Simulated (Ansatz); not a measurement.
# CH5NSi (SMILES N=C[SiH3]): one structure at several levels

One table from this session's results is given with a row withheld; the runs are named, their logs left out.

Method: single points in def2-TZVPP; program: Ansatz 0.2.0, Gaussian basis.

Correlated methods freeze the cores.

## The system as given

8 atoms, charge 0, spin multiplicity 1.

Atoms are counted from 1 here; the program's logs count them from 0.

Bond lengths: N1–C2 1.262 Å, N1–H4 1.068 Å, C2–Si3 1.902 Å, C2–H5 1.116 Å, Si3–H6 1.488 Å, Si3–H7 1.426 Å, Si3–H8 1.516 Å. Angles: C2–N1–H4 114.0°, N1–C2–Si3 115.8°, N1–C2–H5 127.8°, Si3–C2–H5 116.2°, C2–Si3–H6 107.9°, C2–Si3–H7 106.5°, C2–Si3–H8 111.1°, H6–Si3–H7 109.9°, H6–Si3–H8 111.6°, H7–Si3–H8 109.7°.

Geometry (Å):

```xyz
8

N    -1.3749   -0.0693   -0.9232
C    -0.3180    0.5069   -0.5452
Si    0.7055   -0.4170    0.7653
H    -1.9618    0.5037   -1.6068
H     0.0479    1.5215   -0.8313
H     0.7747    0.4407    1.9792
H     2.0096   -0.5865    0.2150
H     0.1008   -1.7725    1.0732
```

Set-up of the first run:

run/in.yaml

```yaml
crystal:
  periodic: [false, false, false]
  atoms:
    - {symbol: N, position_ang: [-1.374900, -0.069300, -0.923200]}
    - {symbol: C, position_ang: [-0.318000, 0.506900, -0.545200]}
    - {symbol: Si, position_ang: [0.705500, -0.417000, 0.765300]}
    - {symbol: H, position_ang: [-1.961800, 0.503700, -1.606800]}
    - {symbol: H, position_ang: [0.047900, 1.521500, -0.831300]}
    - {symbol: H, position_ang: [0.774700, 0.440700, 1.979200]}
    - {symbol: H, position_ang: [2.009600, -0.586500, 0.215000]}
    - {symbol: H, position_ang: [0.100800, -1.772500, 1.073200]}
basis:
  gaussian: {orbitals: def2-TZVPP}
correlation: {method: ccsd_t}
output: {forces: true}
```

The command line of these runs was not kept.

Among the steps run: CCSD(T)/def2-TZVPP; PBE0-D4/def2-TZVPP; wB97M-V/def2-TZVPP; r2SCAN-D4/def2-TZVPP; PBE-D4/def2-TZVPP; B97M-V/def2-TZVPP; r2SCANh-D4/def2-TZVPP.

One table of the session follows, with a row left open; its other results are not shown here.

```
    method  RMS force component (eV/Å)  angle to CCSD(T) forces (°)  dipole (D)
   CCSD(T)                       0.861                    reference        1.70
   PBE0-D4                           ?                            ?           ?
   wB97M-V                       0.720                         18.0        1.75
 r2SCAN-D4                       0.707                         15.0        1.69
    PBE-D4                       0.711                         12.5        1.64
    B97M-V                       0.699                         21.7        1.69
r2SCANh-D4                       0.710                         19.4        1.72
```

Estimate the missing values for PBE0-D4.

**Answer.** RMS force component (eV/Å): 0.705; angle to CCSD(T) forces (°): 21.3; dipole (D): 1.72. In the column «RMS force component (eV/Å)» it lies between B97M-V (0.699) and r2SCAN-D4 (0.707).
